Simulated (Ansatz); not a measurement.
Reaction (substitution at a C–Si bond): `N=C[SiH3]` + CH₃OH → `COC=N` + SiH₄

Calculated with Ansatz (gas phase, PBE0-D4/def2-TZVP geometries, no zero-point term in ΔE). CBS: MP2 limit from def2 TZ/QZ plus the TZ coupled-cluster correction, frozen cores. This one scheme is used for every species. Functionals use def2-TZVPP. One conformer a species, not always the lowest.

| species | BHLYP-D4 energy (Eh) |
| --- | --- |
| `N=C[SiH3]` | -385.31236 |
| CH₃OH | -115.70874 |
| `COC=N` | -209.14619 |
| SiH₄ | -291.88839 |

**Question.** Work out ΔE.

**Answer.** ΔE = (-209.14619) + (-291.88839) − (-385.31236) − (-115.70874) = -0.01348 Eh = -8.5 kcal/mol. CCSD(T)/CBS gives -6.2 kcal/mol.

Largest T1 diagnostic among the species: 0.014.

Leaving LDA and LC-ωPBE aside and taking each functional with its dispersion term where it has one, the values, not all of them listed here, spread over 2.1 kcal/mol, from r2SCAN-D4 to ωB97M-V. LDA lies −4.4 kcal/mol from PBE without D4. At CCSD(T), def2-SVP lies −5.3 kcal/mol from the extrapolated value and def2-TZVPP −1.2 kcal/mol.
